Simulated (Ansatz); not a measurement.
Run this with Ansatz's Python interface and show what comes out.

`x2c_np.py`:
```python
"""Scalar relativity in NP(+)."""

import ansatz as az
from ase import Atoms
import numpy as np

atoms = Atoms(["P", "N"], positions=[
    [0.0, 0.0, 0.0],
    [0.0, 0.0, 1.82],
])
mol = az.Crystal.molecule_from_ase(atoms)

calc = (
    mol.calculation()
    .functional("b3lyp")
    .charge(1)  # electrons removed from the neutral system
    .spin("collinear", total=1)
    .forces()
)
# a set contracted for a scalar-relativistic Hamiltonian goes with the relativistic run
sets = {"none": "cc-pVTZ", "scalar": "cc-pVTZ-DK"}
found = {kind: calc.basis(gaussian=basis).pseudopotentials(relativity=kind).run(threads=1).report for kind, basis in sets.items()}
for kind, each in found.items():
    dipole = 4.803205 * np.linalg.norm(each["charge_distribution"]["dipole_moment_e_ang"])
    print(f"{kind:7s} E = {each['free_energy_ev']:.4f} eV  dipole {dipole:.3f} D  largest force {np.abs(each['forces_ev_ang']).max():.4f} eV/A")
print(f"relativity lowers the total energy by {found['none']['free_energy_ev'] - found['scalar']['free_energy_ev']:.3f} eV")
```

```console
$ python x2c_np.py
none    E = -10765.8066 eV  dipole 2.457 D  largest force 5.4247 eV/A
scalar  E = -10789.0185 eV  dipole 2.466 D  largest force 5.4067 eV/A
relativity lowers the total energy by 23.212 eV
```

These settings explore the input space; basis and method may be short of convergence. The geometry is a force-field or estimated start, not a minimum of this method. The basis set changes with the Hamiltonian (a set recontracted for scalar relativity), and most of the change in the total lies in the cores. The species is open-shell (spin multiplicity 2). The expectation value of S² is noticeably off S(S+1) in at least one run, so that state is spin-contaminated. An ion's dipole depends on the origin; the program takes it about the centre of nuclear charge. b3lyp holds the VWN-RPA fit, as in Gaussian; the form of ORCA and Turbomole is b3lyp5. The spin state was assumed, and another may lie lower. Run time: 17 s on 1 thread of Arm Neoverse V2, with other jobs on the host, peak memory 0.21 GiB.
